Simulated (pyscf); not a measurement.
Elementary routes open to HO–Sn(OH)(OH)–OH (SMILES [OH][Sn]([OH])([OH])[OH]) + H• (SMILES [H]) in the gas phase (doublet surface):
A. HO–Sn•(OH)–OH (SMILES [OH][Sn]([OH])[OH]) + H₂O (SMILES O) (O–Sn broken; H–O formed)
B. •O–Sn(OH)(OH)–OH (SMILES [O][Sn]([OH])([OH])[OH]) + H₂ (SMILES [H][H]) (H–O broken; H–H formed)

Single points on ωB97X-D3(BJ)/def2-SVP structures (PySCF, gas phase).

Q: Rank the routes by free-energy barrier at 298 K, lowest first, for ωB97M-D3(BJ)/def2-TZVP energies (ideal gas, 1 atm, RRHO with modes under 100 cm⁻¹ raised to 100, one conformer, R ln 2 for chiral ones without a mode under 150 cm⁻¹).

A: A (0.65 eV), B (0.97 eV)

Route A is the fastest of these, ahead of the next by 0.33 eV. The most stable products are those of A (ΔG = -1.38 eV), so kinetics and thermodynamics agree. At 1200 K A is still the fastest. A: On the product side the descent ends in an adduct with a O–Sn contact (not fully relaxed), 0.56 eV under the separated species and 2.30 eV under the saddle at ωB97X-D3(BJ)/def2-TZVP. Only these routes are compared; each barrier is that of the saddle found, and lower ones may exist. Elements past Kr carry the def2 core potentials, without spin-orbit coupling.
